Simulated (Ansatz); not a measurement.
# doublet BF(+): levels of theory in one basis

```xyz
2

B     0.0000    0.0000   -0.6074
F     0.0000    0.0000    0.6074
```

Basis set: def2-SVP (spherical functions). Correlated methods keep 2 orbitals frozen. Correlation on ROHF uses semicanonical orbitals with singles. Charge 1, multiplicity 2.

Computed with Ansatz (development build ahead of 0.2.0); each method stands on the lowest determinant of its kind that the runs found.

| method | E − E(ROHF) (eV) | <S²> of the determinant |
| --- | --- | --- |
| ROHF | 0.00 | – |
| UHF | -0.02 | 0.75 |
| ROHF-MP2 | -6.06 | – |
| UHF-MP2 | -6.07 | 0.75 |

What does ROHF-CCSD(T) give on the same scale?

-6.32 eV.

Is a single determinant a sound starting point here?

By this sign, yes. Unrestricted orbitals gain 0.02 eV and <S²> is 0.75 against 0.75 for a pure state.
